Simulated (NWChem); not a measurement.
## Atomisation of CS

SMILES: [S+]#[C-]
```xyz
2

C      0.0000     0.0000     1.1296
S      0.0000     0.0000    -0.4236
```
Charge 0, spin multiplicity 1.

Everything below was run with NWChem. All single points use one geometry, from PBE/def2-SVP, a minimum by its harmonic frequencies.

Basis set: def2-TZVP. The atomisation energy is electronic alone: no zero-point, thermal, spin-orbit or counterpoise terms. No value is extrapolated to the basis-set limit. Free atoms are single determinants with multiplicities C 3, S 3.

The structure started from a generated list of species. No SCF solution was tested for a lower state. Open-shell Hartree-Fock references start from PBE0 orbitals.

Problem. One of these methods gave an atomisation energy of 96.3 kcal/mol. Which?
(A) LDA (SVWN5)
(B) HF
(C) PBE
(D) PBE0

Solution. B, HF. The others give 201.9 (LDA (SVWN5)), 167.9 (PBE0), 179.9 (PBE).
